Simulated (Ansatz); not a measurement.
Input file:

```yaml
crystal:
  periodic: [false, false, false]
  atoms:
    - {symbol: B, position_ang: [0.000000, 0.000000, 0.758703]}
    - {symbol: N, position_ang: [0.000000, 0.000000, -2.691297]}
    - {symbol: H, position_ang: [0.000000, 0.000000, 1.932595]}
basis:
  gaussian: {orbitals: def2-SVP}
magnetization: {spin_polarized: false, initial_magnetization: 1}
correlation: {method: fic_mrcisd_q_relaxed, electrons: valence, active_space: {window: {electrons: 3, orbitals: 2}}}
```

```sh
$ ansatz run in.yaml --threads 1 --pin off --events-out ev --progress --plain --max-ram 2393MiB
```

Output:

```
337 factors; integrals over basis functions are off by at most 1.1e-3 eV
mean field evaluation 1: about -2140.1139 eV, gradient 4.9e1 eV
mean field evaluation 2: about -2140.1136 eV, gradient 4.9e1 eV
mean field evaluation 4: about -2144.4578 eV, gradient 4.5e1 eV
mean field evaluation 8: about -2157.5678 eV, gradient 3.7e0 eV
mean field evaluation 16: about -2155.3683 eV, gradient 2.3e1 eV
mean field evaluation 32: about -2157.7098 eV, gradient 4.1e-2 eV
mean field evaluation 64: about -2157.6533 eV, gradient 1.4e0 eV
mean field evaluation 96: about -2157.5580 eV, gradient 5.4e-5 eV
mean field evaluation 128: about -2149.6597 eV, gradient 4.4e0 eV
mean field evaluation 160: about -2152.5436 eV, gradient 2.0e0 eV
mean field evaluation 192: about -2152.5675 eV, gradient 3.3e-2 eV
mean field -2157.70986235 eV, -79.2943748931 hartree, gradient 1.0e-6 eV, S^2 0.750000; 16 other end points of the search recorded, 0 dependent functions left out
reference -2157.70986235 eV, -79.2943748931 hartree; 7, 6 occupied and 26, 27 virtual orbitals, 337 factors
state -2157.70986235 eV, -79.2943748931 hartree
contracted CI cycle   1: correlation 0.00000000 eV, 0.0000000000 hartree, residual 1.86e1 eV
contracted CI cycle   2: correlation -4.66082015 eV, -0.1712819812 hartree, residual 2.93e0 eV
contracted CI cycle   3: correlation -4.85559169 eV, -0.1784397035 hartree, residual 1.02e0 eV
contracted CI cycle   4: correlation -4.88565365 eV, -0.1795444602 hartree, residual 6.27e-1 eV
contracted CI cycle   5: correlation -4.89843043 eV, -0.1800139981 hartree, residual 4.44e-1 eV
contracted CI cycle   6: correlation -4.90423630 eV, -0.1802273598 hartree, residual 2.33e-1 eV
contracted CI cycle   7: correlation -4.90605768 eV, -0.1802942944 hartree, residual 1.76e-1 eV
contracted CI cycle   8: correlation -4.90688343 eV, -0.1803246401 hartree, residual 1.09e-1 eV
contracted CI cycle   9: correlation -4.90713838 eV, -0.1803340093 hartree, residual 4.52e-2 eV
contracted CI cycle  10: correlation -4.90717620 eV, -0.1803353991 hartree, residual 1.80e-2 eV
contracted CI cycle  11: correlation -4.90718254 eV, -0.1803356322 hartree, residual 7.80e-3 eV
contracted CI cycle  12: correlation -4.90718465 eV, -0.1803357096 hartree, residual 6.39e-3 eV
contracted CI cycle  13: correlation -4.90718675 eV, -0.1803357870 hartree, residual 6.88e-3 eV
contracted CI cycle  14: correlation -4.90718807 eV, -0.1803358355 hartree, residual 4.20e-3 eV
contracted CI cycle  15: correlation -4.90718838 eV, -0.1803358466 hartree, residual 1.39e-3 eV
state -2157.70986235 eV, -79.2943748931 hartree; corrected -2163.21135038 eV, -79.4965508493 hartree
WARN: 1 active orbitals are nearly empty or full. The corrections depend on them more than the energy does, and are more stable in an active space without them
Total energy: -2163.21135038 eV, -79.4965508493 hartree
```

The active space holds one configuration alone, so it describes no static correlation.

Natural occupations: 2.0000 1.0000.

Ran on 1 thread of Arm Neoverse V2, shared host: 1 s wall, 0.16 GiB peak host memory.
